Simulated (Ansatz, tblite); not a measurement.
# The cluster OsO₃−: a ladder of methods and basis sets

The task here is to estimate one member of a computed series from the others.

Method: as each input shows; program: Ansatz 0.2.0, Gaussian basis.

Plan: GFN1-xTB, GFN2-xTB, PBE-D4/def2-TZVPD, r2SCAN-D4/def2-TZVPD, ωB97M-V/def2-TZVPD, LDA/def2-TZVPD, r2SCAN0-D4/def2-TZVPD, CAM-B3LYP-D4/def2-TZVPD, LC-ωPBE/def2-TZVPD, PBE+5HF/def2-TZVPD, PBE+10HF/def2-TZVPD, PBE+15HF/def2-TZVPD, PBE+35HF/def2-TZVPD, PBE+50HF/def2-TZVPD, PBE-D4/def2-SVPD, PBE0-D4/def2-SVPD, CCSD(T)/def2-SVPD, MP2/def2-TZVPD, RPA/def2-TZVPD.

### The structure

The geometry is that of the doublet, from an earlier relaxation (PBE-D4/def2-TZVPD). At that level it is the lowest of the isomers that a small search found.

4 atoms, charge -1, spin multiplicity 2.

Bond lengths: Os1–O2 1.740 Å, Os1–O3 1.776 Å, Os1–O4 1.740 Å. Angles: O2–Os1–O3 114.5°, O2–Os1–O4 131.1°, O3–Os1–O4 114.4°.

Os takes a core potential in the def2 sets. No spin-orbit coupling is included. The ion is computed in the gas phase, without counter-ions or solvent.

PBE0-D4/def2-TZVPD was run before; its log isn't repeated, and its numbers join the tables.

Set-up of the first run:

Tight binding, by tblite at 300 K electronic temperature and without a spin-polarisation term:

```python
tblite.interface.Calculator('GFN1-xTB', numbers, positions, charge=-1, uhf=1).singlepoint()
```

Tight binding, by tblite at 300 K electronic temperature and without a spin-polarisation term:

```python
tblite.interface.Calculator('GFN2-xTB', numbers, positions, charge=-1, uhf=1).singlepoint()
```

start.molden holds the orbitals of an earlier run on this state, given as this run's starting guess.

in.yaml reads:

```yaml
crystal:
  periodic: [false, false, false]
  atoms:
    - {symbol: Os, position_ang: [-0.000977, -0.034180, 0.076891]}
    - {symbol: O, position_ang: [1.424523, 0.274137, 1.025259]}
    - {symbol: O, position_ang: [0.023913, 0.689177, -1.544658]}
    - {symbol: O, position_ang: [-1.447459, -0.929135, 0.442508]}
basis:
  gaussian: {orbitals: def2-TZVPD, initial_orbitals: start.molden}
total_charge: -1
magnetization: {spin_polarized: true, initial_magnetization: 1}
hamiltonian: {xc: pbe, dispersion: d4}
scf: {omitted_lower_state_checks: [starts]}
output: {orbitals: {seedname: orbitals}}
```

Launch:

```console
ansatz run in.yaml --threads 4 --pin off --events-out ev --progress --plain --max-ram 3916MiB
```

Among the steps run: PBE-D4/def2-TZVPD; r2SCAN-D4/def2-TZVPD; ωB97M-V/def2-TZVPD; LDA/def2-TZVPD; r2SCAN0-D4/def2-TZVPD; CAM-B3LYP-D4/def2-TZVPD; LC-ωPBE/def2-TZVPD; PBE+5HF/def2-TZVPD; PBE+10HF/def2-TZVPD; PBE+15HF/def2-TZVPD; PBE+35HF/def2-TZVPD; PBE+50HF/def2-TZVPD; PBE-D4/def2-SVPD; PBE0-D4/def2-SVPD; CCSD(T)/def2-SVPD; MP2/def2-TZVPD; RPA/def2-TZVPD.

One of the session's tables, all rows but one given; the rest of the session is left out.

| level | HOMO (eV) | LUMO (eV) | gap (eV) |
| --- | --- | --- | --- |
| LDA/def2-TZVPD | 0.68 | 1.06 | 0.37 |
| PBE-D4/def2-SVPD | 0.71 | 1.22 | 0.51 |
| PBE-D4/def2-TZVPD | 0.79 | 1.32 | 0.52 |
| r2SCAN-D4/def2-TZVPD | 0.42 | 1.34 | 0.92 |
| PBE0-D4/def2-SVPD | -1.00 | 2.10 | 3.10 |
| PBE0-D4/def2-TZVPD | -0.88 | 2.23 | 3.11 |
| r2SCAN0-D4/def2-TZVPD | -1.19 | 2.22 | 3.42 |
| CAM-B3LYP-D4/def2-TZVPD | ? | ? | ? |
| LC-ωPBE/def2-TZVPD | -3.70 | 4.18 | 7.88 |
| ωB97M-V/def2-TZVPD | -3.27 | 3.77 | 7.04 |
| PBE+5HF/def2-TZVPD | 0.46 | 1.50 | 1.03 |
| PBE+10HF/def2-TZVPD | 0.13 | 1.68 | 1.54 |
| PBE+15HF/def2-TZVPD | -0.20 | 1.86 | 2.06 |
| PBE+35HF/def2-TZVPD | -1.57 | 2.61 | 4.18 |
| PBE+50HF/def2-TZVPD | -2.62 | 3.21 | 5.82 |

**Question.** Estimate the row for CAM-B3LYP-D4/def2-TZVPD.

The run gave: HOMO (eV): -2.40; LUMO (eV): 3.36; gap (eV): 5.76. In the column «HOMO (eV)» it lies between PBE+50HF/def2-TZVPD (-2.62) and PBE+35HF/def2-TZVPD (-1.57).

Caveats from the session: Doubts: large T1 diagnostic, spin contamination. Notes on CCSD(T)/def2-SVPD: large T1 diagnostic, spin contamination.
